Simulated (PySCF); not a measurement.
Species: C4H5NS (charge -1 and doublet state).
Cartesian coordinates in Å at the GFN2-xTB level; atoms count from 1:
```
atom  x, y, z in Å
C1    -1.7176    0.0731    0.0874
C2    -0.2521   -0.2526    0.0693
N3     0.1159   -1.5285    0.3364
S4     1.8030   -1.6288    0.2975
C5     2.0279    0.0972   -0.0235
C6     0.7534    0.6518   -0.1996
H7    -2.1236    0.0047    1.1018
H8    -2.2783   -0.6270   -0.5366
H9    -1.8823    1.0861   -0.2834
H10    2.9679    0.4320   -0.4283
H11    0.5913    1.6947   -0.4469
```

The species is `[CH-]1C(=NS[CH]1)C` [radical] (charge -1).

Method: UKS B3LYP, pcH-1 on C H N S, non-relativistic, mean-field spin-orbit, GIAO in PySCF. Whether the extra electron is bound in the gas phase wasn't checked; a finite basis holds it in any case. Couplings are sensitive to structure, and on GFN2-xTB geometries they can be far from those on DFT ones, by a factor of two or more for some ions and for spin on atoms past the first row. The SCF solution wasn't tested for stability.

Problem. Where do the isotropic ENDOR lines of C5, C6, C1, C2, N3, H10, H7/H8/H9 and H11 fall at 3347.3 mT, to first order?

Solution. ν± = |νn ± a/2|, one line for each electron-spin manifold; νn = |g_N| × 7.62259 MHz/T × B.

| nuclei | isotope | g_N | νn (MHz) | a_iso (MHz) | lower line (MHz) | upper line (MHz) |
| --- | --- | --- | --- | --- | --- | --- |
| C5 | 13C | 1.4048 | 35.84 | 74.97 | 1.64 | 73.33 |
| C6 | 13C | 1.4048 | 35.84 | -12.34 | 29.67 | 42.02 |
| C1 | 13C | 1.4048 | 35.84 | -6.18 | 32.75 | 38.94 |
| C2 | 13C | 1.4048 | 35.84 | -5.79 | 32.95 | 38.74 |
| N3 | 14N | 0.4038 | 10.30 | 15.34 | 2.63 | 17.97 |
| H10 | 1H | 5.5857 | 142.52 | -11.66 | 136.69 | 148.35 |
| H7/H8/H9 | 1H | 5.5857 | 142.52 | 7.40 | 138.82 | 146.22 |
| H11 | 1H | 5.5857 | 142.52 | -2.80 | 141.12 | 143.92 |

The rows for 13C, of low natural abundance, apply to labelled samples.

Problem. Which pairs are centred on the nuclear Larmor frequency, and which on half the coupling?

Solution. Centred on νn, since |a| < 2νn: C6, C1, C2, N3, H10, H7/H8/H9 and H11. Centred on |a|/2 and split by 2νn: C5.

Problem. At what field would the lower line of C5 fall to zero frequency?

Solution. Where νn = |a|/2, that is B = 37.49 MHz/(1.4048 × 7.62259 MHz/T) = 3500 mT, as far as first order holds there.

Nuclei that the bonding pattern makes equivalent are averaged, as if the motion that swaps them (rotation, inversion, ring flip) were fast. The three 1H nuclei of mean +7.4 MHz run from -0.6 to 13.0 MHz in the frozen geometry.

The Mulliken spin populations are largest on C5 (+0.46), N3 (+0.30) and S4 (+0.17). Three atoms exceed +0.15.
